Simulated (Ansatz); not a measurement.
**Property card for Ta2O5**

The calculation used DFT r2SCAN, scalar-relativistic, plane waves, PAW in Ansatz.

Plane waves to 500 eV, a k mesh through Γ of 6×8×4 on the computed 14-atom cell and Gaussian smearing (0.02 eV); no spin polarisation.

The structure is relaxed at this level of theory with its symmetry kept. Whether it is the stable form of this composition wasn't checked.

```
CELL_PARAMETERS angstrom
6.21102 0.00000 0.00001
0.00000 3.78754 0.00000
-0.00012 0.00000 7.32741
ATOMIC_POSITIONS crystal
Ta 0.97982 0.00000 0.98871
Ta 0.03089 0.00000 0.48872
Ta 0.53089 0.00000 0.22672
Ta 0.47983 0.00000 0.72672
O 0.95373 0.50000 0.95099
O 0.05698 0.50000 0.45101
O 0.55699 0.50000 0.26444
O 0.45372 0.50000 0.76443
O 0.25536 0.00000 0.10771
O 0.86583 0.00000 0.24782
O 0.75535 0.00000 0.60771
O 0.36582 0.00000 0.46759
O 0.14489 0.00000 0.74783
O 0.64489 0.00000 0.96760
```

Q: Formation energy from the elements' standard states (uncorrected)?

A: -3.069 eV/atom.

Q: Generalised Kohn–Sham band gap?

A: 2.69 eV, direct at Z.

Q: Löwdin character of the top 1 eV of the valence band?

A: O 2p 97 %.

Q: Löwdin character of the lowest 1 eV of the conduction band?

A: Ta 5d 87 %, O 2p 9 %.

Q: Electron masses at the edge by Cartesian direction of the standard setting (m_e; degenerate bands sorted by energy; no spin-orbit coupling)?

A: x: 0.65; y: 0.31; z: 28.

Q: Hole masses at the edge by Cartesian direction of the standard setting (m_e; degenerate bands sorted by energy; no spin-orbit coupling)?

A: x: 2.4; y: 2.8; z: 1.1.

Spin-orbit coupling is left out, which matters for the bands of heavy elements.

Cost: 3 runs of about 43 core-minutes in all, on Intel Xeon Processor @ 2.50GHz (Skylake/Cascade Lake) (shared hosts).